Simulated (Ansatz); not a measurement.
# AlClH₂N radical (SMILES [NH][AlH][Cl]): single points off equilibrium

An exercise on one series of results from a longer session: the logs are not shown, and one member is left open.

Method: single points in def2-TZVPP; program: Ansatz 0.2.0, Gaussian basis.

Correlated methods freeze the cores. Orbitals are unrestricted.

## Where the work starts

SMILES `[NH][AlH][Cl]`, 5 atoms, charge 0, spin multiplicity 2.

Atoms are counted from 1 here; the program's logs count them from 0.

Bond lengths: N1–Al2 1.741 Å, N1–H4 0.989 Å, Al2–Cl3 2.046 Å, Al2–H5 1.527 Å. Angles: Al2–N1–H4 143.3°, N1–Al2–Cl3 127.9°, N1–Al2–H5 114.9°, Cl3–Al2–H5 117.2°.

Geometry (Å):

```
N    -1.2209   -0.2479   -0.2389
Al    0.4730    0.0842   -0.0155
Cl    1.9150    0.2849   -1.4530
H    -2.0701   -0.3986    0.2444
H     0.9087    0.2490    1.4383
```

The first run:

run/in.yaml reads:

```yaml
crystal:
  periodic: [false, false, false]
  atoms:
    - {symbol: N, position_ang: [-1.220900, -0.247900, -0.238900]}
    - {symbol: Al, position_ang: [0.473000, 0.084200, -0.015500]}
    - {symbol: Cl, position_ang: [1.915000, 0.284900, -1.453000]}
    - {symbol: H, position_ang: [-2.070100, -0.398600, 0.244400]}
    - {symbol: H, position_ang: [0.908700, 0.249000, 1.438300]}
basis:
  gaussian: {orbitals: def2-TZVPP}
magnetization: {spin_polarized: true, initial_magnetization: 1}
correlation: {method: ccsd_t}
scf: {omitted_lower_state_checks: [cluster_reference]}
output: {forces: true}
```

No record of the launch command was kept for these runs.

Steps of the session up to this table: CCSD(T)/def2-TZVPP; PBE0-D4/def2-TZVPP; wB97M-V/def2-TZVPP; r2SCAN-D4/def2-TZVPP; PBE-D4/def2-TZVPP; BHLYP-D4/def2-TZVPP; r2SCANh-D4/def2-TZVPP.

One table of the session follows, with a row left open; its other results are not shown here.

| method | RMS force component (eV/Å) | angle to CCSD(T) forces (°) | dipole (D) |
| --- | --- | --- | --- |
| CCSD(T) | 0.444 | reference | 1.68 |
| PBE0-D4 | 0.458 | 12.7 | 1.66 |
| wB97M-V | ? | ? | ? |
| r2SCAN-D4 | 0.463 | 11.9 | 1.64 |
| PBE-D4 | 0.576 | 12.8 | 1.55 |
| BHLYP-D4 | 0.366 | 20.8 | 1.71 |
| r2SCANh-D4 | 0.435 | 13.0 | 1.67 |

Estimate the missing values for wB97M-V.

**Answer.** RMS force component (eV/Å): 0.423; angle to CCSD(T) forces (°): 6.5; dipole (D): 1.66. In the column «RMS force component (eV/Å)» it lies between BHLYP-D4 (0.366) and r2SCANh-D4 (0.435).
